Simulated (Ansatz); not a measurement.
H3Ge–BH2, singlet: vertical spin and charge gaps

Geometry (PBE0/def2-TZVP stationary point for this spin, not checked as a minimum):

| atom | x (Å) | y (Å) | z (Å) |
| --- | --- | --- | --- |
| Ge | 0.0000 | 0.0008 | 0.2930 |
| B | 0.0000 | 0.0075 | -1.7645 |
| H | 0.0000 | 1.3963 | 0.9398 |
| H | 1.2362 | -0.7617 | 0.8114 |
| H | -1.2362 | -0.7617 | 0.8114 |
| H | 0.0000 | 1.0179 | -2.4011 |
| H | 0.0000 | -1.0325 | -2.3529 |

Basis cc-pVDZ; Ansatz 0.2.0. Only valence electrons are correlated (noble-gas cores and the filled d shells of p-block atoms frozen). Prefix R: restricted or restricted open-shell reference; prefix U: unrestricted. No spin–orbit coupling is included, and no scalar relativity.

Gaps are energies of the second state less the first, at fixed atoms, for a selection of the levels run; each method lands on the state that its own search finds for that charge and spin.

Triplet less singlet: 3.590 eV at UCCSDT(Q).

| level | gap (eV) | error (meV) |
| --- | --- | --- |
| UHF | 3.390 | -200 |
| CISD | 3.589 | -1 |
| UCCSD | 3.603 | 13 |
| UCCSD(T) | 3.597 | 7 |
| BCCD(T) | 3.599 | 9 |
| UCCSDT | 3.590 | 0 |
| PBE | 3.292 | -298 |
| wB97X-V | 3.737 | 147 |
| B2PLYP | 3.632 | 42 |
| RPA-PBE | 3.536 | -54 |

Removing an electron, to the doublet: 10.622 eV at UCCSDT(Q).

| level | gap (eV) | error (meV) |
| --- | --- | --- |
| UHF | 9.979 | -643 |
| UMP2 | 10.631 | 9 |
| CISD | 10.548 | -74 |
| UCCSD | 10.620 | -2 |
| UCCSD(T) | 10.628 | 6 |
| BCCD(T) | 10.630 | 8 |
| UCCSDT | 10.621 | -1 |
| PBE | 10.456 | -166 |
| r2SCAN | 10.553 | -69 |
| PBE0 | 10.624 | 2 |
| B3LYP | 10.645 | 23 |
| wB97X-V | 10.750 | 128 |
| wB97M-V | 10.732 | 110 |
| B2PLYP | 10.624 | 2 |
| RPA-PBE | 10.659 | 37 |

In so small a basis the reference is far from its limit while semilocal and hybrid functionals are nearer theirs (RPA and double hybrids share part of the reference's basis error), so the functionals' errors here hold much of the reference's basis and frozen-core error, which can add to them or hide them.

Full CI isn't at hand for all of this; UCCSDT(Q) serves as the reference, and is uncertain by the last step of the cluster series or more. The frozen core follows each run's orbitals, which can shift R against U totals by a few meV for light atoms and by up to 0.1 eV past Ca.
